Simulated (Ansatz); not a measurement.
1T (CdI2-type) HfS2, treated with PBE-D3(BJ) (Ansatz, a quantum-chemistry and plane-wave program, plane waves, PAW).

Run with plane-wave cutoff 520 eV, 12×12×6 k mesh (along the axes of the cell as run), perturbation theory, scalar-relativistic PAW data made under PBE.

Cell (relaxed at this level):

Space group P-3m1 (No. 164); a = 3.606 Å, b = 3.606 Å, c = 5.768 Å, α = 90.00°, β = 90.00°, γ = 120.00°

| atom | site | symmetry | x | y | z |
|---|---|---|---|---|---|
| Hf | 1a | -3m. | 0.0000 | 0.0000 | 0.0000 |
| S | 2d | 3m. | 0.3333 | 0.6667 | 0.2525 |

Question: Give the computed high-frequency dielectric constant (mean over three axes) and dielectric constant ε0 (ions relaxed) (mean over three axes).

Answer: 
- high-frequency dielectric constant (mean over three axes): 9.04
- dielectric constant ε0 (ions relaxed) (mean over three axes): 30.3

Note: the dispersion coefficients are held fixed in the derivatives.

Spin–orbit coupling is not included.
